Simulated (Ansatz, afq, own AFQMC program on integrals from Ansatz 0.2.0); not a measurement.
## O, triplet in aug-cc-pVTZ, levels against full CI

A free O atom.

Basis aug-cc-pVTZ. Only valence electrons are correlated. Integrals, coupled cluster, full CI and functionals: Ansatz 0.2.0; the random walks run on the same integrals in our own AFQMC program. The CISD trial takes its coefficients from CCSD amplitudes. Released means that phaseless walkers are propagated on without the constraint, phases kept. Error bars are statistical, one sigma.

Determinant: ROHF, the one that the program's search chose, which needn't be the lowest solution.

Full CI is exact in this basis; its frozen core comes from its own orbitals, which moves totals by up to a few meV.

Cautions: the released energies have errors that jump between times, so the bars are unsure, so no released level is given (meV from the phaseless value at times in 1/Eh: -3.2 ± 0.8 at 0.24, -200 ± 196 at 0.51, -6.8 ± 0.8 at 0.99, -5.8 ± 1.3 at 1.62, -6.7 ± 1.8 at 2.40), though the last usable value meets full CI within the noise; full CI with its own frozen core.

- T1 diagnostic: 0.0166
- weight of the determinant in the CISD state: 0.959
- size of the correlated space: 6 electrons in 45 orbitals

Reference: full CI, correlation energy -4.700 eV.

| level | E − E(reference) (mEh) | share of correlation (%) |
| --- | --- | --- |
| HF | 172.73 | 0.00 |
| MP2 | 19.86 | 88.50 |
| CCSD | 3.89 | 97.75 |
| CCSD(T) | 0.38 | 99.78 |
| CCSDT | 0.03 | 99.98 |
| CCSDT(Q) | -0.03 | 100.02 |
| ph-AFQMC/HF | 3.32 ± 0.63 | 98.08 |
| ph-AFQMC/CISD | 0.19 ± 0.04 | 99.89 |

CCSDT and higher add their correlation energy to the determinant of the CCSD(T) run, since their own runs factorise the integrals more tightly (a shift of under 2 meV). A walk keeps the symmetry of its determinant, which the program's search chose and which needn't be the lowest solution, so a lower state of the same spin and another symmetry isn't excluded.
